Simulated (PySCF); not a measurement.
**XPS shifts beside NMR shieldings**

C3H3NOS.
Cartesian coordinates in Å at the PBE0-D3(BJ)/def2-SVP level; atoms count from 1:
```xyz
9
C3H3NOS angstrom
S      2.313    0.386   -0.275
C      0.618    0.060   -0.041
C     -0.495    0.541   -0.673
C     -1.546   -0.133    0.003
N     -1.105   -0.930    0.938
O      0.261   -0.808    0.909
H      2.708   -0.442    0.716
H     -0.553    1.258   -1.487
H     -2.620   -0.058   -0.167
```

Binding energies: delta-SCF UKS SCAN, pcX-2 on the ionised atom, pcseg-1 elsewhere, spin-free X2C in PySCF. Shieldings: GIAO B3LYP/pcSseg-2, non-relativistic, same geometry.

```tsv
atom	isotropic shielding (ppm)
C2	4.4
C3	73.5
C4	19.6
```

Q: What are the C 1s binding energies of these atoms?

A: 
| atom | environment | C 1s (eV) | isotropic shielding (ppm) |
| --- | --- | --- | --- |
| C3 | aromatic CH carbon | 290.83 | 73.5 |
| C4 | aromatic CH next to a ring nitrogen | 291.77 | 19.6 |
| C2 | substituted aromatic carbon | 293.08 | 4.4 |

Q: Among the listed atoms, is the one with the highest binding energy also the least shielded?

A: Yes: C2 has both (293.08 eV, 4.4 ppm).

By binding energy: C3 < C4 < C2. By shielding: C2 < C4 < C3.

One conformer (not necessarily the lowest) at the PBE0-D3(BJ)/def2-SVP geometry, without solvent, vibrations or thermal averaging.
